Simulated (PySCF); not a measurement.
hydrogen isocyanide (CHN), SMILES [NH+]#[C-]. Atoms are numbered in the order given.

```xyz
3

C      0.0000     0.0000     0.7365
N      0.0000     0.0000    -0.4277
H      0.0000     0.0000    -1.4255
```
Charge 0, spin multiplicity 1.

Geometry optimised at B3LYP-D3(BJ)/def2-TZVPD.

Calculation: PySCF 2.14.0 with B3LYP-D3(BJ)/def2-TZVPD.

Frequencies are harmonic and unscaled.

Modes within 1.5 cm⁻¹ of each other (mostly degenerate sets) share a row, with their intensities summed.

Computed normal modes with their intensities:
```json
[
 {"mode": "1–2", "ν (cm⁻¹)": "467", "IR (km/mol)": "260.1", "moving atoms (share of kinetic energy)": "H 76 %, N 19 %"},
 {"mode": "3", "ν (cm⁻¹)": "2106", "IR (km/mol)": "72.4", "moving atoms (share of kinetic energy)": "C 55 %, N 38 %"},
 {"mode": "4", "ν (cm⁻¹)": "3791", "IR (km/mol)": "254.7", "moving atoms (share of kinetic energy)": "H 89 %, N 10 %"}
]
```
